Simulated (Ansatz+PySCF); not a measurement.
A calculation with PySCF 2.14.0.

```python
from pyscf import gto, scf

mol = gto.M(atom="""
Li 0.000000 0.000000 -2.297910
F 0.000000 0.000000 0.765970
""", basis='sto-3g', charge=0, spin=0)
mf = scf.RHF(mol)
mf.init_guess = '1e'
mf.kernel()
while True:  # follow internal instabilities
    mo, _, stable, _ = mf.stability(return_status=True)
    if stable: break
    mf.kernel(mf.make_rdm1(mo, mf.mo_occ))
print(mf.converged, mf.e_tot, mf.spin_square()[0])
```

The script is written out from the run's settings.

Results

```yaml
Converged: yes
Total_energy: -105.15655 hartree
Spin_squared_of_the_determinant: 0.000
```

Caution: an unrestricted determinant lies well below.
